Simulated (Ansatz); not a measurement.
Task: vertical and adiabatic energies of changing the electron count of C2H4S, SMILES C=CS, with Ansatz 0.2.0, Python API. Give the script and its output. Use (for the species named): PBE, def2-SVP basis, multiplicity 1.

```xyz
7

C    -0.9138    0.2803   -0.5067
C     0.2245    0.1695    0.0678
S     0.7292   -1.3638    0.6291
H    -1.5722   -0.4953   -0.6649
H    -1.2795    1.2923   -0.8913
H     0.8872    1.0420    0.1938
H     1.9858   -0.9929    1.1264
```

`c2h4s.py`
```python
"""How C2H4S relaxes after losing an electron."""

import itertools

import ansatz
from ase.data import atomic_numbers, covalent_radii
import numpy as np

system = (
    ansatz.Crystal.molecule()
    .atom("C", (-0.9138, 0.2803, -0.5067))
    .atom("C", (0.2245, 0.1695, 0.0678))
    .atom("S", (0.7292, -1.3638, 0.6291))
    .atom("H", (-1.5722, -0.4953, -0.6649))
    .atom("H", (-1.2795, 1.2923, -0.8913))
    .atom("H", (0.8872, 1.042, 0.1938))
    .atom("H", (1.9858, -0.9929, 1.1264))
)

model = system.calculation()
model = model.basis(gaussian="def2-SVP").functional("PBE")
model = model.scf(lower_state_search="off")
symbols = [site.symbol for site in system.cartesian_sites]
start = np.array([site.position_ang for site in system.cartesian_sites], dtype=float)
report = model.relax(force_tolerance=0.01).run().report
end = np.array(report["positions_ang"])

minimum = ansatz.Crystal.molecule()
for symbol, place in zip(symbols, end):
    minimum = minimum.atom(symbol, place.tolist())
ion = minimum.calculation()
ion = ion.basis(gaussian="def2-SVP").functional("PBE")
ion = ion.scf(lower_state_search="off").charge(1)
ion = ion.spin("collinear", total=1)
vertical = ion.run().report
settled = ion.relax(force_tolerance=0.01, max_steps=80).run().report
print(f"vertical ionisation energy   {vertical['free_energy_ev'] - report['free_energy_ev']:.3f} eV")
print(f"adiabatic, no zero point     {settled['free_energy_ev'] - report['free_energy_ev']:.3f} eV")
print(f"relaxation energy of the ion {vertical['free_energy_ev'] - settled['free_energy_ev']:.3f} eV")
ionised = np.array(settled["positions_ang"])
# pairs closer than 1.2 times the sum of covalent radii, before or after
radius = [covalent_radii[atomic_numbers[s]] for s in symbols]
span = lambda where, i, j: np.linalg.norm(where[i] - where[j])
bonded = [(i, j) for i, j in itertools.combinations(range(len(symbols)), 2) if min(span(end, i, j), span(ionised, i, j)) < 1.2 * (radius[i] + radius[j])]
print("pair        before    after (A)")
for i, j in bonded:
    print(f"{symbols[i]}{i}-{symbols[j]}{j}".ljust(10), f"{span(end, i, j):8.4f} {span(ionised, i, j):8.4f}")
for first, second in list(itertools.combinations(bonded, 2)):
    shared = set(first) & set(second)
    if shared and symbols[(j := shared.pop())] != "H":
        i, k = sorted((set(first) | set(second)) - {j})
        u, v = ionised[i] - ionised[j], ionised[k] - ionised[j]
        angle = np.degrees(np.arccos(np.clip(u @ v / np.linalg.norm(u) / np.linalg.norm(v), -1, 1)))
        print(f"final angle {symbols[i]}{i}-{symbols[j]}{j}-{symbols[k]}{k}: {angle:.2f} deg")
```

```console
$ python c2h4s.py
vertical ionisation energy   8.613 eV
adiabatic, no zero point     8.515 eV
relaxation energy of the ion 0.098 eV
pair        before    after (A)
C0-C1        1.3470   1.3908
C0-H3        1.1016   1.1042
C0-H4        1.1000   1.1032
C1-S2        1.7704   1.7065
C1-H5        1.1022   1.1044
S2-H6        1.3598   1.3725
final angle C1-C0-H3: 122.37 deg
final angle C1-C0-H4: 119.56 deg
final angle C0-C1-S2: 120.03 deg
final angle C0-C1-H5: 121.21 deg
final angle H3-C0-H4: 118.07 deg
final angle S2-C1-H5: 118.76 deg
final angle C1-S2-H6: 97.77 deg
```

Notes:
- The settings weren't tested for convergence.
- The energies are electronic: no zero-point or thermal terms, and the basis set is short of its limit. The product may relax into another structure. The relaxation finds the nearest minimum, so the adiabatic value is an upper bound.
- It ran for 16 s on 1 thread of Arm Neoverse V1, with other jobs on the host, peak memory 0.18 GiB.
